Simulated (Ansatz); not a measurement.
## Relaxing BaCr

These are results of DFT PBE, scalar-relativistic, plane waves, PAW (Ansatz 0.2.0), not measurements. Cutoff 420 eV, Γ-centred k mesh, Gaussian smearing, collinear spin, first started from parallel moments.

BaCr was placed on the caesium chloride structure type (Pm-3m, No. 221), with Ba in place of Cs, Cr in place of Cl, at a guessed volume.

```yaml
crystal:
  lattice:
    - [3.70136, 0.00000, 0.00000]
    - [0.00000, 3.70136, 0.00000]
    - [0.00000, 0.00000, 3.70136]
  atoms:
    - { symbol: Ba, position: [0.00000, 0.00000, 0.00000] }
    - { symbol: Cr, position: [0.50000, 0.50000, 0.50000] }
```

Cell and atoms relax at zero pressure; the relaxation can't lower the symmetry of the start. After a coarse first stage the cell is made exact in the group found at 0.06 Å.

Energies over the elements count from the elements' standard structures at the same level, with no empirical corrections.

(1) Which crystal results?

(2) What are its volume, energy, gap and moment?

Results:

(1) It keeps Pm-3m (No. 221). The result has the caesium chloride structure. Conventional cell: a = 4.176 Å. Around Ba lie 8 Cr at 3.62 Å and 6 Ba at 4.18 Å; Cr has 8 Ba at 3.62 Å and 6 Cr at 4.18 Å.

```
Ba Cr
1.0
     4.17597    0.00000    0.00000
     0.00000    4.17597    0.00000
     0.00000    0.00000    4.17597
Ba Cr
1 1
Cartesian
  0.0000 0.0000 0.0000
  2.0880 2.0880 2.0880
```

(2) The volume per atom is 36.41 Å³ and the density is 4.32 g/cm³. The energy over the elements is 0.90 eV/atom. The gap on the 14×14×14 mesh is 0 eV (a metal). The net moment per atom is 2.36 μB. The largest site moment is 4.40 μB.

The final run used a 14×14×14 mesh on its 2-atom cell and 0.10 eV smearing. The k mesh leaves about 4 meV/atom of noise in metals. Symmetry constrained the relaxation, so the result can be a saddle point.

Cost: 3 runs of about 2.4 core-minutes in all, on Arm Neoverse V1 (shared hosts).